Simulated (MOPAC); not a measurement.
MOPAC input (PM3):

```
PM3 FORCE THERMO(298,298) PRECISE LET CHARGE=-1 GEO-OK AUX(PRECISION=9) THREADS=1
C3H6Cl

C     0.88589387 1   -0.57232243 1   -0.01726681 1
C     2.35106326 1   -0.19394663 1    0.06269050 1
C     0.05233870 1    0.65395644 1    0.01831310 1
H     0.61653286 1   -1.22314124 1    0.83900175 1
H     0.73084583 1   -1.21751198 1   -0.91549252 1
H     3.00567770 1   -1.07632896 1    0.10232130 1
Cl   -1.69679532 1    0.12900762 1    0.05150653 1
H     2.66231430 1    0.40085798 1   -0.80659891 1
H     2.55593743 1    0.41035897 1    0.95536928 1
H     0.15037197 1    1.24557558 1   -0.90719863 1
```

**Question.** Which zero-point energy does it print?

**Answer.** 49.41 kcal/mol, from the harmonic wavenumbers of PM3.
